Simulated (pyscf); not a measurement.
Optimised with ωB97X-D3(BJ)/def2-SVP in PySCF. MP2 and CC: frozen core, UHF for open shells. ΔMP2 is the change of the MP2 total energy from the triple- to the quadruple-zeta basis.

Problem. For HO–GaH–PH₂ -> H₂P–Ga [singlet] + water (H₂O), a 1,1-elimination (singlet surface; Ga–O, Ga–H broken, H–O formed), PBE/def2-TZVP gives ΔE‡ = 2.10 eV and ΔE = +1.13 eV (zero: the reactant's lowest minimum found). In which direction and how far do r²SCAN/def2-TZVP, PBE0-D3(BJ)/def2-TZVP, CCSD(T)/def2-TZVPP + ΔMP2(QZVPP) move these?

Solution. r²SCAN: ΔE‡ = 2.37 eV, ΔE = +1.42 eV; PBE0-D3(BJ): ΔE‡ = 2.44 eV, ΔE = +1.23 eV; CCSD(T): ΔE‡ = 2.59 eV, ΔE = +1.23 eV. PBE's barrier lies under all of them, by 0.27 to 0.50 eV. Its reaction energy lies under all of them, by 0.10 to 0.30 eV. On the product side the descent ends in a bound adduct (not fully relaxed), 0.44 eV under the separated species and 1.84 eV under the saddle at ωB97X-D3(BJ)/def2-TZVP. At ωB97X-D3(BJ) the barrier from the zero used here is 2.73 eV. The same reactants have a lower exit, to HP=GaH + H₂O (highest point, the separated products, at +1.91 eV at ωB97M-D3(BJ), against +2.58 eV here). This is the saddle that the search found; another between the same sides may lie lower. The CCSD(T) − MP2 part came from Ansatz, without density fitting, on the same reference. The frozen core leaves the outer d or s,p core shells of the metals and heavy elements correlated in the MP2 and CC values, and def2-TZVPP describes them poorly, which can shift differences by a few kcal/mol. Elements up to Kr have no core potential and no relativistic terms here.
